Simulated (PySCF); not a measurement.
Gas-phase XPS of ClH2Si(SH), computed

Compound: ClH2Si(SH), ClH3SSi.
Atom-mapped SMILES: `[SH:1][SiH2:2][Cl:3]`

Computed with delta-SCF UKS SCAN, pcX-2 on the ionised atom, pcseg-1 elsewhere, spin-free X2C in PySCF 2.14.0. Binding energies are ΔSCF values: E(core-ionised, relaxed orbitals) − E(ground state) at a fixed geometry, referred to the vacuum level.

List the computed XPS lines with their assignment.

```json
{"atom(s)": "S1", "bonded to": "H and Si", "level": "S 1s", "binding energy (eV)": "2477.67", "2p1/2 (eV)": "–", "count": "1"}
{"atom(s)": "Si2", "bonded to": "Cl, S and 2 H", "level": "Si 2p3/2", "binding energy (eV)": "108.40", "2p1/2 (eV)": "109.03", "count": "1"}
{"atom(s)": "Si2", "bonded to": "Cl, S and 2 H", "level": "Si 1s", "binding energy (eV)": "1848.32", "2p1/2 (eV)": "–", "count": "1"}
{"atom(s)": "Cl3", "bonded to": "Si", "level": "Cl 2p3/2", "binding energy (eV)": "206.14", "2p1/2 (eV)": "207.79", "count": "1"}
{"atom(s)": "Cl3", "bonded to": "Si", "level": "Cl 1s", "binding energy (eV)": "2828.72", "2p1/2 (eV)": "–", "count": "1"}
```

Express the binding energy of Si 1s of Si2 in atomic units and per mole.

1848.32 eV = 67.9245 Eh = 178336 kJ/mol.

Not every level is listed. For 2p shells one spin-free hole was relaxed; a mean-field spin–orbit operator and the ground-state splitting of the three 2p orbitals were then diagonalised within the shell. The shell's mean is (2 × 2p3/2 + 2p1/2)/3, and the degeneracies 2j + 1 give areas of 2:1. 2p1/2 minus 2p3/2 (ligand field included): Si 0.63 eV, Cl 1.65 eV. Isolated species at its PBE0-D3(BJ)/def2-SVP geometry (one conformer only).

The values belong to the conformer `[SH:1][SiH2:2][Cl:3]`: H–S1–Si2–Cl3 69°.
